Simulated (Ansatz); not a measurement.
# B2+ (doublet): the correlation ladder at distance B1–B2 = 2.057 Å, cc-pVTZ

How much of the correlation energy of B2+ (doublet) does each wave-function method recover here?

The runs use Ansatz 0.2.0, Gaussian basis; cc-pVTZ, core rule «outside noble gas», up to 2 orbitals frozen.

The runs, in order: UHF; CCSD(T) on ROHF; CCSD(T) on UHF; BCCD(T) on ROHF; CISD as a restricted active space (open shells left free, so some higher excitations enter); CCSDT(Q) on ROHF; CCSDT(Q) on UHF; CASSCF and MRCISD+Q, 3 electrons in 3 orbitals; CASSCF and NEVPT2, 3 electrons in 3 orbitals; CASSCF and MRCISD+Q, 5 electrons in 8 orbitals; CASSCF and NEVPT2, 5 electrons in 8 orbitals; Full CI.

16 further runs of the same task are left out: 13 that didn't finish, 3 set aside as unsound or not needed. Runs told in other sessions of the task aren't counted.

## Step 1: What is computed

The geometry derives from a PBE0/def2-TZVP stationary point (not a proven minimum). One bond is set to the value named and the two fragments are kept rigid.

2 atoms, charge 1, spin multiplicity 2.

Atoms are counted from 1 here; the program's logs count them from 0.

No contacts short enough for the rule that draws bonds.

Geometry (Å):

| atom | x (Å) | y (Å) | z (Å) |
| --- | --- | --- | --- |
| B1 | 0.0000 | 0.0000 | 0.0000 |
| B2 | 0.0000 | 0.0000 | 2.0570 |

## Step 2: UHF

Contents of in.yaml:

```yaml
crystal:
  periodic: [false, false, false]
  atoms:
    - {symbol: B, position_ang: [0.000000, 0.000000, 0.000000]}
    - {symbol: B, position_ang: [0.000000, 0.000000, 2.057000]}
basis:
  gaussian: {orbitals: cc-pVTZ}
total_charge: 1
magnetization: {spin_polarized: true, initial_magnetization: 1}
hamiltonian: {xc: hf}
output: {orbitals: {seedname: orbitals}}
```

Started as:

```
$ ansatz run in.yaml --threads 1 --pin off --events-out ev --progress --plain --max-ram 2393MiB
```

Further steps of the session: CCSD(T) on ROHF; CCSD(T) on UHF; BCCD(T) on ROHF; CISD as a restricted active space (open shells left free, so some higher excitations enter); CCSDT(Q) on ROHF; CCSDT(Q) on UHF; CASSCF and MRCISD+Q, 3 electrons in 3 orbitals; CASSCF and NEVPT2, 3 electrons in 3 orbitals; CASSCF and MRCISD+Q, 5 electrons in 8 orbitals; CASSCF and NEVPT2, 5 electrons in 8 orbitals; Full CI.

Q: Predict the results of all the runs planned. Wanted: FCI from the RHF energy; RMP2 from FCI; UMP2 from FCI; RCCSD from FCI; RCCSD(T) from FCI; UCCSD(T) from FCI; RCCSDT(Q) from FCI; UCCSDT(Q) from FCI; NEVPT2 pair from FCI.

As calculated:

| quantity | value |
| --- | --- |
| FCI from the ROHF energy | -4.0390 eV |
| RMP2 from FCI | +28.16 kcal/mol |
| UMP2 from FCI | +33.49 kcal/mol |
| RCCSD from FCI | +3.84 kcal/mol |
| RCCSD(T) from FCI | +0.81 kcal/mol |
| UCCSD(T) from FCI | +0.86 kcal/mol |
| RCCSDT(Q) from FCI | +0.03 kcal/mol |
| UCCSDT(Q) from FCI | +0.01 kcal/mol |
| NEVPT2 pair from FCI | +27.59 kcal/mol |
| MRCISD+Q pair from FCI | -1.77 kcal/mol |
| NEVPT2 valence from FCI | +6.77 kcal/mol |
| levels within 1 kcal/mol (43 meV) | RCCSD(T), UCCSD(T), BCCD(T), RCCSDT, UCCSDT, RCCSDT(Q), UCCSDT(Q), MRCISD valence, MRCISD+Q valence |
| T1 diagnostic | 0.037 |
| effectively unpaired electrons | 1.20 |

RCCSD(T) misses by +0.81 kcal/mol, 0.9 % of the correlation energy. MRCISD+Q pair, MRCISD+Q valence fall below full CI: the +Q correction isn't variational, and the cores differ from full CI's. One determinant dominates. Of the multireference levels listed MRCISD+Q valence comes nearest in total energy (-0.16 kcal/mol), which doesn't show that its space is the better one. These misses are within one basis, not against nature; the frozen cores of restricted and unrestricted runs differ, which can shift their rows.

Levels on UHF freeze UHF's core orbitals, full CI those of ROHF, so the U rows can settle a little off it for that reason alone.

With open shells the CI space here admits some higher excitations, so it is larger than plain CISD.
